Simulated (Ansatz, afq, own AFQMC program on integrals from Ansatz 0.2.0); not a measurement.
Two steps: Ansatz 0.2.0 writes the Fock matrix and Cholesky factors of the valence space, and afq projects on them the lowest state that overlaps trial and start.

```yaml
crystal:
  periodic: [false, false, false]
  atoms:
    - {symbol: W, position_ang: [0.000000, 0.000000, 0.000000]}
    - {symbol: H, position_ang: [0.000000, 0.000000, 3.248000]}
basis:
  gaussian: {orbitals: def2-TZVPP}
total_charge: 1
magnetization: {spin_polarized: true, initial_magnetization: 6}
correlation: {method: ccsd_t, electrons: outside_noble_gas, hamiltonian_folder: ham}
```

```sh
$ ansatz run in.yaml --threads 1 --pin off --events-out ev --progress --plain --max-ram 16896MiB --backend cuda --devices 0, --max-vram 18GiB
```

afq runs on the folder ham with

```
--method phaseless --trial cisd --walkers 4000 --populations 20 --least-time 60 --time-step 0.005 --steps-per-block 50 --equilibration-blocks 40 --max-blocks 4000 --target-error 0.00029 --factor-cut 1e-05 --start spin_pure --seed 6369 --release-times 0.24,0.6,1.2,2,3,4.2 --release-step 0.04 --release-every 3 --taylor-order 6
```

Times are imaginary, in 1/Eh. The walk had a cap of 330 s. With eight or more populations the least sampling time is a fifth of least-time, and the error comes from their spread. Core potentials past Kr, no spin–orbit coupling.

```
orbitals 66  electrons 6 0  factors 432 of 432
reference energy -66.60373356 Eh
CCSD correlation -0.05650304 Eh in 12 cycles, weight of the determinant in the CISD state 0.9658
energy of the start -66.660239 Eh
 block  time / (1/Eh)  mean weight  energy / Eh
     1     0.250  1.0002  -66.660295
     2     0.500  1.0000  -66.660548
     3     0.750  1.0000  -66.660783
     4     1.000  1.0000  -66.660953
     5     1.250  1.0000  -66.661068
     8     2.000  0.9998  -66.661220
    11     2.750  1.0000  -66.661339
    17     4.250  0.9998  -66.661225
    23     5.750  1.0000  -66.661242
    29     7.250  1.0000  -66.661271
    35     8.750  1.0003  -66.661315
    37     9.250  1.0003  -66.661389
    41    10.250  1.0001  -66.661326
    47    11.750  1.0000  -66.661238
    53    13.250  1.0004  -66.661235
    59    14.750  1.0002  -66.661198
    65    16.250  0.9999  -66.661079
    71    17.750  1.0001  -66.661278
    77    19.250  1.0001  -66.661226
    83    20.750  1.0000  -66.661221
    89    22.250  0.9999  -66.661030
error from the spread of 20 populations
released: time / (1/Eh)  energy / Eh  error  mean overlap
  0.24  -66.661233  0.000031  0.9986
  0.60  -66.661655  0.000371  0.9954
  1.20  -66.661307  0.000023  0.9944
  2.00  -66.661357  0.000030  0.9942
  3.00  -66.661364  0.000028  0.9792
  4.20  -66.661454  0.000037  0.9833
energy -66.661194 +/- 0.000019 Eh
(rows thinned)
```

Question: Estimate how long the walk took on 1 × NVIDIA H100 80GB HBM3 with 2 threads of AMD EPYC 7R13 Processor (Zen 3), with other jobs on the host (the card was shared).

Answer: 2.2 min of wall time.

The run passed its tests (sampling time, drift between the halves within three errors, error under three times the target), which doesn't prove that it has relaxed.

Against this walk (error 0.5 meV) on the same determinant: CCSD(T) 0.4 meV lower (within the noise), CCSDT(Q) 5.6 meV lower. The error is statistical and leaves out the bias of the constraint. The released energies have errors that jump between times, so the bars are unsure (meV from the phaseless value at times in 1/Eh: -13 ± 10 at 0.60, -3.1 ± 0.6 at 1.20, -4.4 ± 0.8 at 2.00, -4.6 ± 0.8 at 3.00, -7.1 ± 1.0 at 4.20), so they give no level; they do show a bias of the constraint, and the last of them that isn't too noisy lies 1 meV below CCSDT(Q).

Cautions: constraint bias not in the error; no spin-orbit coupling; outer-core shells of the metal frozen; lower spins were not checked; higher spins were not checked.

CCSDT and higher add their correlation energy to the determinant of the CCSD(T) run, since their own runs factorise the integrals more tightly (a shift of under 2 meV). A walk keeps the symmetry of its determinant, which the program's search chose and which needn't be the lowest solution, so a lower state of the same spin and another symmetry isn't excluded.
